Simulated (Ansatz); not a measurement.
Ansatz (a program for electronic structure) input (B3LYP-D3(BJ)/def2-TZVP):

Ansatz 0.2 input:
```yaml
crystal:
  periodic: [false, false, false]
  atoms:
    - {symbol: H, position_ang: [0.02052304, 0.05589807, 2.11750821]}
    - {symbol: N, position_ang: [0.01077974, 0.06690251, 1.11378704]}
    - {symbol: C, position_ang: [0.00317751, 1.25279840, 0.37969427]}
    - {symbol: C, position_ang: [0.00382693, -1.08826299, 0.34906554]}
    - {symbol: C, position_ang: [-0.00941279, 0.75716324, -0.93856272]}
    - {symbol: C, position_ang: [-0.00908496, -0.67184965, -0.96432736]}
    - {symbol: H, position_ang: [0.00842667, -2.07957621, 0.78181971]}
    - {symbol: H, position_ang: [-0.01825489, 1.38383848, -1.82374512]}
    - {symbol: H, position_ang: [-0.01719313, -1.32757185, -1.82731044]}
basis:
  gaussian:
    orbitals: def2-TZVP
hamiltonian:
  xc: b3lyp
  dispersion: d3bj
total_charge: -1
phonons: {temperatures: {t_min: 298.15, t_max: 298.15, t_step: 100}}
```

Output:

```
Functional definition: B3LYP
integrals: 0.08 GiB planned
1051 factors; their error is unknown
mean field: 0.84 GiB planned
mean field evaluation 1: about -5698.0611 eV, gradient 4.6e1 eV
mean field evaluation 2: about -5689.2549 eV, gradient 7.3e1 eV
mean field evaluation 4: about -5703.4773 eV, gradient 6.9e0 eV
mean field evaluation 8: about -5703.5885 eV, gradient 5.1e-1 eV
mean field evaluation 16: about -5703.5889 eV, gradient 8.5e-5 eV
mean field -5703.58888157 eV, -209.6030253663 hartree, gradient 1.3e-5 eV, S^2 0.000000; 0 other end points of the search recorded, 0 dependent functions left out
the calculation of the forces begins
reference -5703.58911635 eV, -209.6030339944 hartree; 18, 18 occupied and 161, 161 virtual orbitals, 1051 factors
these checks for a lower state are left out or cut short: stability, starts, cluster_reference, orbital_swaps, neighbouring_geometries, increment
integrals: 0.08 GiB planned
1051 factors; their error is unknown
mean field: 0.83 GiB planned
mean field -5703.58877223 eV, -209.6030213482 hartree, gradient 2.4e-6 eV, S^2 0.000000; 0 other end points of the search recorded, 0 dependent functions left out
the calculation of the forces begins
reference -5703.58900712 eV, -209.6030299802 hartree; 18, 18 occupied and 161, 161 virtual orbitals, 1051 factors
these checks for a lower state are left out or cut short: stability, starts, cluster_reference, orbital_swaps, neighbouring_geometries, increment
integrals: 0.08 GiB planned
1051 factors; their error is unknown
mean field: 0.84 GiB planned
mean field evaluation 32: about -5703.5887 eV, gradient 7.5e-3 eV
mean field -5703.58870645 eV, -209.6030189307 hartree, gradient 2.4e-6 eV, S^2 0.000000; 0 other end points of the search recorded, 0 dependent functions left out
the calculation of the forces begins
reference -5703.58894112 eV, -209.6030275549 hartree; 18, 18 occupied and 161, 161 virtual orbitals, 1051 factors
these checks for a lower state are left out or cut short: stability, starts, cluster_reference, orbital_swaps, neighbouring_geometries, increment
integrals: 0.08 GiB planned
1051 factors; their error is unknown
mean field: 0.84 GiB planned
mean field -5703.58886879 eV, -209.6030248966 hartree, gradient 2.4e-6 eV, S^2 0.000000; 0 other end points of the search recorded, 0 dependent functions left out
the calculation of the forces begins
reference -5703.58910356 eV, -209.6030335245 hartree; 18, 18 occupied and 161, 161 virtual orbitals, 1051 factors
these checks for a lower state are left out or cut short: stability, starts, cluster_reference, orbital_swaps, neighbouring_geometries, increment
integrals: 0.08 GiB planned
1051 factors; their error is unknown
mean field: 0.84 GiB planned
mean field -5703.58887266 eV, -209.6030250387 hartree, gradient 2.4e-6 eV, S^2 0.000000; 0 other end points of the search recorded, 0 dependent functions left out
the calculation of the forces begins
reference -5703.58910744 eV, -209.6030336669 hartree; 18, 18 occupied and 161, 161 virtual orbitals, 1051 factors
these checks for a lower state are left out or cut short: stability, starts, cluster_reference, orbital_swaps, neighbouring_geometries, increment
integrals: 0.08 GiB planned
1051 factors; their error is unknown
mean field: 0.84 GiB planned
mean field -5703.58857209 eV, -209.6030139931 hartree, gradient 2.4e-6 eV, S^2 0.000000; 0 other end points of the search recorded, 0 dependent functions left out
the calculation of the forces begins
reference -5703.58880677 eV, -209.6030226175 hartree; 18, 18 occupied and 161, 161 virtual orbitals, 1051 factors
these checks for a lower state are left out or cut short: stability, starts, cluster_reference, orbital_swaps, neighbouring_geometries, increment
integrals: 0.08 GiB planned
[...]
integrals: 0.08 GiB planned
1051 factors; their error is unknown
mean field: 0.84 GiB planned
mean field evaluation 192: about -5703.5888 eV, gradient 2.4e-6 eV
mean field -5703.58877459 eV, -209.6030214350 hartree, gradient 2.4e-6 eV, S^2 0.000000; 0 other end points of the search recorded, 0 dependent functions left out
the calculation of the forces begins
reference -5703.58900942 eV, -209.6030300645 hartree; 18, 18 occupied and 161, 161 virtual orbitals, 1051 factors
these checks for a lower state are left out or cut short: stability, starts, cluster_reference, orbital_swaps, neighbouring_geometries, increment
integrals: 0.08 GiB planned
1051 factors; their error is unknown
mean field: 0.84 GiB planned
mean field -5703.58878760 eV, -209.6030219130 hartree, gradient 2.4e-6 eV, S^2 0.000000; 0 other end points of the search recorded, 0 dependent functions left out
the calculation of the forces begins
reference -5703.58902234 eV, -209.6030305395 hartree; 18, 18 occupied and 161, 161 virtual orbitals, 1051 factors
these checks for a lower state are left out or cut short: stability, starts, cluster_reference, orbital_swaps, neighbouring_geometries, increment
integrals: 0.08 GiB planned
1051 factors; their error is unknown
mean field: 0.84 GiB planned
mean field -5703.58886278 eV, -209.6030246757 hartree, gradient 2.4e-6 eV, S^2 0.000000; 0 other end points of the search recorded, 0 dependent functions left out
the calculation of the forces begins
reference -5703.58909756 eV, -209.6030333037 hartree; 18, 18 occupied and 161, 161 virtual orbitals, 1051 factors
these checks for a lower state are left out or cut short: stability, starts, cluster_reference, orbital_swaps, neighbouring_geometries, increment
integrals: 0.08 GiB planned
1051 factors; their error is unknown
mean field: 0.84 GiB planned
mean field -5703.58884092 eV, -209.6030238725 hartree, gradient 2.4e-6 eV, S^2 0.000000; 0 other end points of the search recorded, 0 dependent functions left out
the calculation of the forces begins
reference -5703.58907570 eV, -209.6030325006 hartree; 18, 18 occupied and 161, 161 virtual orbitals, 1051 factors
these checks for a lower state are left out or cut short: stability, starts, cluster_reference, orbital_swaps, neighbouring_geometries, increment
integrals: 0.08 GiB planned
1051 factors; their error is unknown
mean field: 0.83 GiB planned
mean field -5703.58885380 eV, -209.6030243457 hartree, gradient 2.4e-6 eV, S^2 0.000000; 0 other end points of the search recorded, 0 dependent functions left out
the calculation of the forces begins
reference -5703.58908856 eV, -209.6030329732 hartree; 18, 18 occupied and 161, 161 virtual orbitals, 1051 factors
these checks for a lower state are left out or cut short: stability, starts, cluster_reference, orbital_swaps, neighbouring_geometries, increment
integrals: 0.08 GiB planned
1051 factors; their error is unknown
mean field: 0.83 GiB planned
mean field evaluation 224: about -5703.5912 eV, gradient 3.1e-4 eV
mean field -5703.58881312 eV, -209.6030228509 hartree, gradient 2.4e-6 eV, S^2 0.000000; 0 other end points of the search recorded, 0 dependent functions left out
the calculation of the forces begins
reference -5703.58904792 eV, -209.6030314794 hartree; 18, 18 occupied and 161, 161 virtual orbitals, 1051 factors
these checks for a lower state are left out or cut short: stability, starts, cluster_reference, orbital_swaps, neighbouring_geometries, increment
integrals: 0.08 GiB planned
1051 factors; their error is unknown
mean field: 0.84 GiB planned
mean field -5703.58878783 eV, -209.6030219213 hartree, gradient 2.4e-6 eV, S^2 0.000000; 0 other end points of the search recorded, 0 dependent functions left out
the calculation of the forces begins
reference -5703.58902262 eV, -209.6030305498 hartree; 18, 18 occupied and 161, 161 virtual orbitals, 1051 factors
these checks for a lower state are left out or cut short: stability, starts, cluster_reference, orbital_swaps, neighbouring_geometries, increment
integrals: 0.08 GiB planned
1051 factors; their error is unknown
mean field: 0.84 GiB planned
mean field -5703.58882552 eV, -209.6030233065 hartree, gradient 2.4e-6 eV, S^2 0.000000; 0 other end points of the search recorded, 0 dependent functions left out
the calculation of the forces begins
reference -5703.58906029 eV, -209.6030319340 hartree; 18, 18 occupied and 161, 161 virtual orbitals, 1051 factors
these checks for a lower state are left out or cut short: stability, starts, cluster_reference, orbital_swaps, neighbouring_geometries, increment
integrals: 0.08 GiB planned
1051 factors; their error is unknown
mean field: 0.84 GiB planned
mean field -5703.58884284 eV, -209.6030239430 hartree, gradient 2.4e-6 eV, S^2 0.000000; 0 other end points of the search recorded, 0 dependent functions left out
the calculation of the forces begins
reference -5703.58907762 eV, -209.6030325709 hartree; 18, 18 occupied and 161, 161 virtual orbitals, 1051 factors
these checks for a lower state are left out or cut short: stability, starts, cluster_reference, orbital_swaps, neighbouring_geometries, increment
integrals: 0.08 GiB planned
1051 factors; their error is unknown
mean field: 0.84 GiB planned
mean field evaluation 256: about -5703.5889 eV, gradient 2.9e-4 eV
mean field -5703.58886893 eV, -209.6030249017 hartree, gradient 2.4e-6 eV, S^2 0.000000; 0 other end points of the search recorded, 0 dependent functions left out
the calculation of the forces begins
reference -5703.58910371 eV, -209.6030335299 hartree; 18, 18 occupied and 161, 161 virtual orbitals, 1051 factors
these checks for a lower state are left out or cut short: stability, starts, cluster_reference, orbital_swaps, neighbouring_geometries, increment
integrals: 0.08 GiB planned
1051 factors; their error is unknown
mean field: 0.84 GiB planned
mean field -5703.58878416 eV, -209.6030217866 hartree, gradient 2.4e-6 eV, S^2 0.000000; 0 other end points of the search recorded, 0 dependent functions left out
the calculation of the forces begins
reference -5703.58901897 eV, -209.6030304155 hartree; 18, 18 occupied and 161, 161 virtual orbitals, 1051 factors
these checks for a lower state are left out or cut short: stability, starts, cluster_reference, orbital_swaps, neighbouring_geometries, increment
integrals: 0.08 GiB planned
1051 factors; their error is unknown
mean field: 0.84 GiB planned
mean field -5703.58883215 eV, -209.6030235502 hartree, gradient 2.4e-6 eV, S^2 0.000000; 0 other end points of the search recorded, 0 dependent functions left out
the calculation of the forces begins
reference -5703.58906691 eV, -209.6030321773 hartree; 18, 18 occupied and 161, 161 virtual orbitals, 1051 factors
these checks for a lower state are left out or cut short: stability, starts, cluster_reference, orbital_swaps, neighbouring_geometries, increment
integrals: 0.08 GiB planned
1051 factors; their error is unknown
mean field: 0.83 GiB planned
mean field -5703.58886889 eV, -209.6030249003 hartree, gradient 2.4e-6 eV, S^2 0.000000; 0 other end points of the search recorded, 0 dependent functions left out
the calculation of the forces begins
reference -5703.58910367 eV, -209.6030335284 hartree; 18, 18 occupied and 161, 161 virtual orbitals, 1051 factors
these checks for a lower state are left out or cut short: stability, starts, cluster_reference, orbital_swaps, neighbouring_geometries, increment
integrals: 0.08 GiB planned
1051 factors; their error is unknown
mean field: 0.84 GiB planned
mean field evaluation 288: about -5703.5888 eV, gradient 1.3e-6 eV
mean field -5703.58884234 eV, -209.6030239248 hartree, gradient 2.4e-6 eV, S^2 0.000000; 0 other end points of the search recorded, 0 dependent functions left out
the calculation of the forces begins
reference -5703.58907712 eV, -209.6030325528 hartree; 18, 18 occupied and 161, 161 virtual orbitals, 1051 factors
Total energy: -5703.91715894 eV, -209.6150893370 hartree
Atom 0 at     0.020523     0.055898     2.117508 Å, force    -0.000000    -0.000084    -0.000006 eV/Å
Atom 1 at     0.010780     0.066903     1.113787 Å, force    -0.000002     0.000196    -0.000160 eV/Å
Atom 2 at     0.003178     1.252798     0.379694 Å, force     0.000001     0.000304     0.000122 eV/Å
Atom 3 at     0.003827    -1.088263     0.349066 Å, force    -0.000003    -0.000112    -0.000281 eV/Å
Atom 4 at    -0.009413     0.757163    -0.938563 Å, force     0.000003    -0.000116     0.000265 eV/Å
Atom 5 at    -0.009085    -0.671850    -0.964327 Å, force     0.000002    -0.000058     0.000161 eV/Å
Atom 6 at     0.008427    -2.079576     0.781820 Å, force    -0.000001     0.000136    -0.000106 eV/Å
Atom 7 at    -0.018255     1.383838    -1.823745 Å, force     0.000000    -0.000116     0.000043 eV/Å
Atom 8 at    -0.017193    -1.327572    -1.827310 Å, force    -0.000000    -0.000149    -0.000039 eV/Å
Dipole moment:     0.001602    -0.900171     0.127591 e Å
Vibrations: 458.91 538.85 623.05 652.74 716.19 748.86 860.81 892.07 1001.99 1009.52 1091.63 1124.36 1169.84 1321.63 1369.51 1388.32 1521.19 3132.65 3153.43 3183.83 3624.00 cm⁻¹, zero-point energy 1.833936 eV
```

It need not be the lowest isomer of its formula. Whether it binds its extra electron was not tested at this geometry.
